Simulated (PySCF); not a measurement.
Compound: C₅H₉F.
Z-matrix (Å and degrees, GFN2-xTB geometry), rows numbered from 1:
```
C 
C   1  1.4970
C   2  1.5017  1  116.10
C   2  1.3270  1  121.97  3   179.26
C   4  1.4957  2  124.16  1  -179.49
F   5  1.3735  4  110.64  2  -178.23
H   1  1.0896  2  110.06  3   -57.13
H   1  1.0865  2  111.30  3  -177.79
H   1  1.0899  2  110.15  3    61.42
H   3  1.0889  2  110.95  1  -131.65
H   3  1.0901  2  110.35  1   109.24
H   3  1.0865  2  110.84  1   -10.76
H   4  1.0797  2  121.17  1     0.29
H   5  1.0983  4  111.83  2    63.10
H   5  1.0982  4  112.01  2   -59.57
```

The closed-shell ground state was solved at several levels (PySCF, density fitting, gas phase, non-relativistic).

| level | basis functions | HOMO (eV) | LUMO (eV) | gap (eV) | dipole (D) |
| --- | --- | --- | --- | --- | --- |
| B3LYP/pcJ-1 | 252 | -6.73 | 0.24 | 6.97 | 2.32 |
| PBE0/pcSseg-1 | 147 | -6.94 | 0.47 | 7.41 | 2.35 |

Q: What might CAM-B3LYP/def2-SVPD (195 basis functions) give for the same quantities?

A: HOMO -8.30 eV, LUMO 1.22 eV, gap 9.52 eV, dipole 2.44 D.

Q: Over all these levels, which gives the widest orbital gap and which the narrowest?

A: CAM-B3LYP/def2-SVPD (range-separated hybrid) has the widest, 9.52 eV, and B3LYP/pcJ-1 (global hybrid, 20 % exact exchange) the narrowest, 6.97 eV. Functional and basis both differ between the two, so the spread mixes both effects.

Q: How far do the dipole and the HOMO energy spread over the levels?

A: The dipole runs from 2.32 to 2.44 D (mean 2.37 D) and the HOMO from -8.30 to -6.73 eV.

One conformer stands for the species.
